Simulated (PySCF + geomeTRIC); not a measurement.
Species: Cl4Si, SMILES `Cl[Si](Cl)(Cl)Cl` (charge 0, multiplicity 1).

Problem. Give a relaxed geometry from TPSSh-D3(BJ)/def2-TZVP in PySCF + geomeTRIC.

Solution. the end point of this relaxation (outside a Z-matrix the atoms follow the SMILES, hydrogens last).
Bonded distances (Å): Cl1–Si2 2.028, Si2–Cl3 2.028, Si2–Cl4 2.028, Si2–Cl5 2.028. Bond angles (°): Cl1–Si2–Cl3 109.5, Cl1–Si2–Cl4 109.5, Cl1–Si2–Cl5 109.5, Cl3–Si2–Cl4 109.5, Cl3–Si2–Cl5 109.5, Cl4–Si2–Cl5 109.5.
